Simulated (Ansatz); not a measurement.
Two isomers of C6H12: A = `C/C=C(/C)CC`, B = `C=CC(C)CC`.

Program: Ansatz. Geometries: PBE0-D4/def2-TZVP. ΔE: electronic, gas phase. CCSD(T)/CBS adds triple-zeta CCSD(T) − MP2 to the extrapolated MP2 energy (def2 sets, frozen cores). DFT in def2-TZVPP. B3LYP here is the variant with VWN-RPA as its local correlation; programs differ in this. One conformer a species, not always the lowest.

Problem. Which isomer does CCSD(T)/CBS put lower? Give the gap. (An estimate is asked.)

Solution. Computed: A, by 8.7 kJ/mol.

Problem. Give E(B) − E(A) in kJ/mol with CCSD(T)/def2-TZVPP, B2PLYP, B3LYP, PBE0-D4, HF/def2-TZVPP, r2SCAN-D4, PBE-D4. (Estimate.)

Solution. Ansatz gave: CCSD(T)/def2-TZVPP 8.8, B2PLYP 12.5, B3LYP 14.7, PBE0-D4 15.6, HF/def2-TZVPP 7.7, r2SCAN-D4 14.5, PBE-D4 17.2. None reverses the order clearly.

Largest T1 diagnostic: 0.009.
